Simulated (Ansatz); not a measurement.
Two isomers of C8H8: A = `C12C3C4C1C1C2C3C41`, B = `c1ccc2c(c1)CC2`.

Computed with Ansatz on PBE0-D4/def2-TZVP structures; ΔE is electronic, products minus reactants. CCSD(T)/CBS is the MP2 limit (def2-TZVPP, def2-QZVPP) plus CCSD(T) − MP2 in def2-TZVPP, frozen cores. Functionals use def2-TZVPP. B3LYP here is the variant with VWN-RPA as its local correlation; programs differ in this.

Q: Which isomer does CCSD(T)/CBS put lower? Give the gap. (Best estimate.)

A: The calculation gave: B, by 412.3 kJ/mol.

Q: Give E(B) − E(A) in kJ/mol with CCSD/def2-TZVPP, B2PLYP, ωB97M-V, MP2/def2-TZVPP, PBE-D4, B3LYP, B3LYP-D4. (An estimate is asked.)

A: Ansatz gave: CCSD/def2-TZVPP -404.5, B2PLYP -457.1, ωB97M-V -397.2, MP2/def2-TZVPP -423.8, PBE-D4 -411.9, B3LYP -471.5, B3LYP-D4 -468.3. None reverses the order clearly.

Q: Does the order hold for the free energy at 298.15 K (harmonic terms from PBE0-D4)? (Best estimate.)

A: Computed: Yes: G(B) − G(A) = -421.9 kJ/mol.

Largest T1 diagnostic: 0.010.

In def2-TZVPP, CCSD(T) changes the Hartree–Fock value by +58.9 kJ/mol (the triples alone add −5.5 kJ/mol) and MP2 by +45.0 kJ/mol. From r2SCAN to r2SCAN0 (25 % exact exchange), in def2-TZVPP and without D4, E(B) − E(A) moves by +19.3 kJ/mol.
